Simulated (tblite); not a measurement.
Species: C2H5OP.
Z-matrix (Å and degrees, GFN2-xTB geometry), rows numbered from 1:
```
C 
P   1  1.6604
C   2  1.8956  1  101.15
O   3  1.3970  2  115.54  1   -15.51
H   1  1.0788  2  123.20  3    -1.28
H   1  1.0762  2  119.81  3   179.48
H   3  1.1002  2  107.85  1  -141.18
H   3  1.0944  2  107.31  1   103.17
H   4  0.9641  3  109.10  2   -64.04
```

All values are computed: GFN2-xTB (tblite) harmonic vibrations without scaling, gas phase. Errors from tens to a few hundred cm⁻¹ against measured bands are possible. One conformer, not necessarily the lowest.

Harmonic wavenumbers (cm⁻¹): 87.2, 246.7, 337.0, 415.4, 564.9, 646.1, 767.5, 814.1, 863.1, 1075.6, 1103.9, 1116.9, 1264.4, 1308.7, 1382.2, 1440.1, 2858.9, 2950.1, 3063.8, 3118.5, 3532.8.

A = 11057, B = 4571, C = 3361 MHz; mass 76.008 u (most abundant isotopes); point group C1, symmetry number 1.

Zero-point energy?

Half the sum of the wavenumbers: 14479 cm⁻¹ = 41.40 kcal/mol.

What is S at 298.15 K and 1 bar for an ideal gas of classical rigid rotors and harmonic oscillators?

Translation 38.93, rotation 25.05, vibration 9.38: S = 73.4 cal/(mol K).

And Cp and H(298.15 K) − H(0)?

Cp = 20.00 cal/(mol K), of which vibrations give 12.05 (their classical limit is 21 R = 41.7); H(298.15 K) − H(0) = 3.99 kcal/mol without the zero-point energy, 1.62 from vibrations.

What must be added to the electronic energy to get the Gibbs energy at 298.15 K and 1 bar?

ZPE + [H(298.15 K) − H(0)] − T·S = 41.40 + 3.99 − 21.87 = 23.52 kcal/mol.

How do the functions run with temperature in this model?

```json
{"T (K)": "150", "S (cal/(mol K))": "62.2", "Cp (cal/(mol K))": "13.2", "H − H(0) (kcal/mol)": "1.53", "G − H(0) (kcal/mol)": "-7.80", "ln q(vib)": "0.73"}
{"T (K)": "250", "S (cal/(mol K))": "70.0", "Cp (cal/(mol K))": "17.8", "H − H(0) (kcal/mol)": "3.08", "G − H(0) (kcal/mol)": "-14.43", "ln q(vib)": "1.56"}
{"T (K)": "400", "S (cal/(mol K))": "79.9", "Cp (cal/(mol K))": "24.3", "H − H(0) (kcal/mol)": "6.25", "G − H(0) (kcal/mol)": "-25.69", "ln q(vib)": "2.95"}
{"T (K)": "600", "S (cal/(mol K))": "91.0", "Cp (cal/(mol K))": "30.6", "H − H(0) (kcal/mol)": "11.79", "G − H(0) (kcal/mol)": "-42.81", "ln q(vib)": "4.91"}
{"T (K)": "900", "S (cal/(mol K))": "104.6", "Cp (cal/(mol K))": "36.5", "H − H(0) (kcal/mol)": "21.94", "G − H(0) (kcal/mol)": "-72.24", "ln q(vib)": "7.78"}
```

q(vib) and H(0) count from the zero-point level.

Which modes carry the vibrational entropy at 298.15 K?

87.2 cm⁻¹: 3.72; 246.7 cm⁻¹: 1.75; 337.0 cm⁻¹: 1.23; 415.4 cm⁻¹: 0.91; 564.9 cm⁻¹: 0.51; 646.1 cm⁻¹: 0.38 cal/(mol K); the other 15 give 0.87 together.

Hindered rotation and anharmonicity are outside this model. Other conformers, if any are populated, would add a mixing term that is left out. The structure is chiral; the term R ln 2 for an equal mix with its mirror image is left out.

Time: 0.13 s of wall time. Hardware: Arm Neoverse V1, one thread, shared host with 32 logical CPUs at a one-minute load of 9.4. This covers the Hessian and the dipole derivatives.
